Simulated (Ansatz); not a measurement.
C4H8F2, SMILES CC(C)C(F)F, a single point in a Gaussian basis

Program: the Python package of Ansatz (0.2.0).

`c4h8f2.py`:
```python
# -*- coding: utf-8 -*-
import ansatz as az
import numpy as np

BASIS_SET = '6-31G'
FUNCTIONAL = 'CAM-B3LYP'

geometry = (
    az.Crystal.molecule()
    .atom('C', [-0.044, 1.4694, -0.1067])
    .atom('C', [0.2166, -0.022, -0.3502])
    .atom('C', [-1.1072, -0.7758, -0.5337])
    .atom('C', [1.0509, -0.6247, 0.7921])
    .atom('F', [1.3717, -1.9402, 0.5069])
    .atom('F', [0.3563, -0.5757, 1.9889])
    .atom('H', [-0.6388, 1.6199, 0.8199])
    .atom('H', [0.9182, 2.0159, -0.0085])
    .atom('H', [-0.6013, 1.905, -0.9634])
    .atom('H', [0.8015, -0.1176, -1.2918])
    .atom('H', [-1.6722, -0.3511, -1.3908])
    .atom('H', [-1.7355, -0.6995, 0.3796])
    .atom('H', [-0.9143, -1.8482, -0.7488])
    .atom('H', [1.998, -0.0554, 0.9065])
)

calculation = (
    geometry.calculation()
    .basis(gaussian=BASIS_SET)
    .functional(FUNCTIONAL)
    .accuracy('high')
    .scf(lower_state_search='light')
    .forces()
)
result = calculation.run()
r = result.report

print('reference energy %16.6f eV' % r['reference_energy_ev'])
print('total energy     %16.6f eV' % r['free_energy_ev'])
print('occupied (up, down):', r['n_occupied'], ' virtual:', r['n_virtual'], ' frozen:', r['n_frozen'])

state = r['mean_field']['state']
print(f'mean field: {state["energy"]["hartree"]:.7f} Ha, <S^2> = {abs(state["spin_squared"]):.4f}, stability: {state.get("stability", {}).get("kind")}')

symbols = [site.symbol for site in geometry.cartesian_sites]
forces = np.array(r['forces_ev_ang'])
print('largest force', round(float(np.linalg.norm(forces, axis=1).max()), 4), 'eV/A, rms', round(float(np.sqrt((forces ** 2).mean())), 4))

charges = r['charge_distribution']
print('dipole moment', round(4.803205 * float(np.linalg.norm(charges['dipole_moment_e_ang'])), 3), 'D')
print('Mulliken:', [(s, round(q, 3)) for s, q in zip(symbols, charges['mulliken_charges_e'])])
```

```console
$ python c4h8f2.py
reference energy     -9706.394551 eV
total energy         -9706.394551 eV
occupied (up, down): [25, 25]  virtual: [45, 45]  frozen: 0
mean field: -356.7034205 Ha, <S^2> = 0.0000, stability: minimum
largest force 2.3232 eV/A, rms 0.4777
dipole moment 2.401 D
Mulliken: [('C', -0.409), ('C', -0.168), ('C', -0.406), ('C', 0.448), ('F', -0.316), ('F', -0.313), ('H', 0.155), ('H', 0.132), ('H', 0.145), ('H', 0.15), ('H', 0.137), ('H', 0.152), ('H', 0.153), ('H', 0.141)]
```

The settings weren't tested for convergence. The geometry is a force-field or estimated start, not a minimum of this method, and the basis set is short of its limit. Run time: 15 s on 1 thread of Arm Neoverse V1, with other jobs on the host, peak memory 0.37 GiB.

(A comment or docstring line of the script was reworded after the run, the code is as it ran; lines on the test bed's own set-up are left out of the output.)
